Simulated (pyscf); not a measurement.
6 gas-phase steps of one pattern: four-centre exchange on the singlet surface, As–Si + H–H or Ge–P + H–H or H–H + P–Si broken and As–H + H–Si or Ge–H + H–P or H–P + H–Si formed. Structures and frequencies: ωB97X-D3(BJ)/def2-SVP in PySCF. Electronic energies in kcal/mol, from the separated reactants; ΔE‡ at ωB97M-D3(BJ)/def2-TZVP, beside the barrier at r²SCAN/def2-TZVP on the same structures. Rows were drawn at random from the steps of this pattern with a verified saddle, stable references and no exit in the data more than 5 kcal/mol lower.

```json
[
 {"row": "1", "step": "H₃Si–PH–GeH₃ (SMILES [SiH3][PH][GeH3]) + H₂ (SMILES [H][H]) -> H₂P–GeH₃ (SMILES [PH2][GeH3]) + SiH₄ (SMILES [SiH4])", "ΔE‡(r²SCAN)": "55.5", "ΔE‡": "62.4"},
 {"row": "2", "step": "H₃Si–PH–SiH₃ (SMILES [SiH3]P[SiH3]) + H₂ (SMILES [H][H]) -> H₃Si–PH₂ (SMILES [SiH3]P) + SiH₄ (SMILES [SiH4])", "ΔE‡(r²SCAN)": "57.5", "ΔE‡": "64.2"},
 {"row": "3", "step": "H₃Si–PH–PH₂ (SMILES [SiH3]PP) + H₂ (SMILES [H][H]) → H₂P–PH₂ (SMILES PP) + SiH₄ (SMILES [SiH4])", "ΔE‡(r²SCAN)": "62.6", "ΔE‡": "67.3"},
 {"row": "4", "step": "H₃Si–AsH–GeH₃ (SMILES [SiH3][AsH][GeH3]) + H₂ (SMILES [H][H]) -> H₃Ge–AsH₂ (SMILES [GeH3][AsH2]) + SiH₄ (SMILES [SiH4])", "ΔE‡(r²SCAN)": "60.8", "ΔE‡": "?"},
 {"row": "5", "step": "H₃Si–P(SiH₃)–SiH₃ (SMILES [SiH3]P([SiH3])[SiH3]) + H₂ (SMILES [H][H]) → H₃Si–PH–SiH₃ (SMILES [SiH3]P[SiH3]) + SiH₄ (SMILES [SiH4])", "ΔE‡(r²SCAN)": "58.6", "ΔE‡": "64.9"},
 {"row": "6", "step": "H₂P–GeH: (SMILES [PH2][GeH]) [singlet] + H₂ (SMILES [H][H]) → PH₃ (SMILES P) + GeH₂ (SMILES [GeH2]) [singlet]", "ΔE‡(r²SCAN)": "12.7", "ΔE‡": "17.6"}
]
```

Q: Fit ΔE‡ = a + b·ΔE‡(r²SCAN) to the other rows and predict row 4.

A: Over the 5 complete rows the means are +49.4 (ΔE‡(r²SCAN)) and 55.3 (ΔE‡); least squares gives b = 1.02 and a = 4.9 kcal/mol, with residuals of 0.8 kcal/mol (root mean square; largest 1.5, row 3). For row 4: 4.9 + 1.02 × (+60.8) = 66.9 kcal/mol. The computed barrier is 65.4 kcal/mol, 1.5 under the line. The line follows the complete rows closely. Each barrier is that of the saddle found. Elements up to Kr have no core potential and no relativistic terms here.
